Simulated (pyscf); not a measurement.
Structures and frequencies: ωB97X-D3(BJ)/def2-SVP in PySCF.

Task: Estimate the classical barrier height and the reaction energy of `[SnH3]` [doublet] + `[SnH4]` → `[SnH3][SnH3]` + `[H]` [doublet] at ωB97M-D3(BJ)/def2-TZVP. The step runs on the doublet surface, breaks H–Sn and forms Sn–Sn; take the separated reactants as zero.

Result: ΔE‡ = 21.7 kcal/mol, ΔE = +20.2 kcal/mol. Zero-point energy shifts the barrier by -0.6 kcal/mol. It is a substitution at Sn, with an imaginary mode of 312i cm⁻¹. One saddle was located; it need not be the lowest between these sides. The angle at the attacked Sn is 60° (front-side attack). Elements past Kr carry the def2 core potentials, without spin-orbit coupling.
